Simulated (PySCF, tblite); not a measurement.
A complex of 3 × ammonia

A gas-phase complex of 3 × ammonia; neutral, singlet. The structure comes from a short search (6 tight-binding starts) and was relaxed by PBE0-D3(BJ)/def2-SVPD; another way of binding may lie lower. No frequency run checks that it is a minimum.

Parts: 1 = ammonia (N), atoms 1–4; 2 = ammonia (N), atoms 5–8; 3 = ammonia (N), atoms 9–12.

```xyz
12

N     0.188    0.000    0.079
H     0.186   -0.612    0.890
H    -0.639    0.585    0.147
H     0.089   -0.590   -0.754
N     2.822    0.523   -1.470
H     3.661    0.243   -0.973
H     2.987    1.459   -1.829
H     2.059    0.578   -0.787
N     0.712   -1.449   -2.615
H     0.996   -2.419   -2.709
H     0.295   -1.175   -3.500
H     1.558   -0.885   -2.482
```
Atoms count from 1 in this order.

| contact | kind (by geometry) | distance (Å) | angle (°) |
| --- | --- | --- | --- |
| H8···N1 | hydrogen bond | 2.141 | 155 |
| H4···N9 | hydrogen bond | 2.142 | 155 |
| H12···N5 | hydrogen bond | 2.145 | 155 |

Interaction energies are complex less parts, with the parts frozen as they stand in it; counterpoise-corrected, in kcal/mol (PySCF).

Task: How strongly do the parts interact, level by level?

Result: 
```json
{"level": "wB97M-D3(BJ)/def2-TZVPD", "interaction": "-10.77", "superposition error removed": "-0.49"}
{"level": "PBE0-D3(BJ)/def2-TZVPD", "interaction": "-11.73", "superposition error removed": "-0.42"}
```

Task: What holds them together? Decompose the wB97M-D3(BJ)/def2-TZVPD energy: frozen parts, their antisymmetrised product, then relaxation.

Result: electrostatic -20.9, Pauli repulsion +20.9, orbital relaxation -8.8, dispersion correction -2.5 kcal/mol, which sum to the value before the counterpoise correction; the Pauli term holds the exchange-correlation of the frozen density too. Of the attraction, 65 % is electrostatic, 27 % is orbital relaxation, 8 % is dispersion correction.

Task: Are the pair energies additive?

Result: The pairs sum to -9.24 kcal/mol (1–2 -3.1, 1–3 -3.1, 2–3 -3.1); the rest of -1.53 is a many-body strengthening.

The parts were also relaxed and run alone, at the levels used for the complex: shieldings by PBE0/pcSseg-2.

Values alone: N5–H8 bond (Å): 1.016; shielding of H8 (ppm): 31.49; shielding of N1 (ppm): 262.5; shielding of H4 (ppm): 31.49; shielding of N9 (ppm): 262.5.

Task: What does binding change?

Result: 
```json
{"property": "N5–H8 bond (Å)", "alone": "1.016", "in the complex": "1.026", "change": "+0.010"}
{"property": "shielding of H8 (ppm)", "alone": "31.49", "in the complex": "27.32", "change": "-4.17"}
{"property": "shielding of N1 (ppm)", "alone": "262.5", "in the complex": "250.5", "change": "-12.0"}
{"property": "shielding of H4 (ppm)", "alone": "31.49", "in the complex": "27.32", "change": "-4.17"}
{"property": "shielding of N9 (ppm)", "alone": "262.5", "in the complex": "250.6", "change": "-11.9"}
```
